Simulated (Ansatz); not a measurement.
# CHB (triplet): RPA-PBE over a scan of the distance B1–C2, 6-31G

Aim: run CHB (triplet) with these functionals over a scan of the distance B1–C2, and hold them against the top wave-function level at the same points.

Program: Ansatz 0.2.0, Gaussian basis. Level of theory: 6-31G, all electrons in the functionals, frozen cores in the correlation of double hybrids and RPA. These are calculated values, not measurements.

The runs, in order: RPA-PBE, at 1.180 Å; 1.315 Å; 1.449 Å; 1.592 Å; 1.729 Å; 2.027 Å; 2.344 Å; 2.711 Å; 3.260 Å; 3.955 Å; 4.951 Å.

18 further runs of the same task are left out: 15 that didn't finish, 3 set aside as unsound or not needed.

## Step 1: What is computed

The geometry derives from a PBE0/def2-TZVP stationary point (not a proven minimum). One bond is set to the value named and the two fragments are kept rigid.

3 atoms, charge 0, spin multiplicity 3.

Atoms are counted from 1 here; the program's logs count them from 0.

Bond lengths: B1–C2 1.449 Å, B1–H3 1.179 Å. Angles: C2–B1–H3 180.0°.

No dispersion term is added.

The geometry shown and the zero of energy belong to the point 1.449 Å. The yardstick, FCI, and other wave-function levels (R restricted, U unrestricted, valence and pair active spaces) come from earlier runs.

## Step 2: RPA-PBE, 1.180 Å

in.yaml

```yaml
crystal:
  periodic: [false, false, false]
  atoms:
    - {symbol: B, position_ang: [0.000000, 0.000000, 0.000429]}
    - {symbol: C, position_ang: [0.000000, 0.000000, -1.179571]}
    - {symbol: H, position_ang: [0.000000, 0.000000, 1.179141]}
basis:
  gaussian: {orbitals: 6-31G}
magnetization: {spin_polarized: true, initial_magnetization: 2}
hamiltonian: {xc: {name: PBE}}
correlation: {method: rpa, electrons: outside_noble_gas}
```

Command:

```sh
ansatz run in.yaml --threads 1 --pin off --events-out ev --progress --plain --max-ram 2393MiB
```

After this run come: RPA-PBE, 1.315 Å; RPA-PBE, 1.449 Å; RPA-PBE, 1.592 Å; RPA-PBE, 1.729 Å; RPA-PBE, 2.027 Å; RPA-PBE, 2.344 Å; RPA-PBE, 2.711 Å; RPA-PBE, 3.260 Å; RPA-PBE, 3.955 Å; RPA-PBE, 4.951 Å.

Q: Predict the results of all the runs planned. Wanted: span of the FCI curve; largest miss, RPA-PBE.

The runs gave:

```
             quantity                    value
span of the FCI curve           101.2 kcal/mol
largest miss, RPA-PBE  +8.7 kcal/mol (1.180 Å)
```

RPA-PBE strays by up to 8.7 kcal/mol, at 1.180 Å. Functionals and the yardstick converge differently with the basis, so part of each miss in 6-31G is the basis.
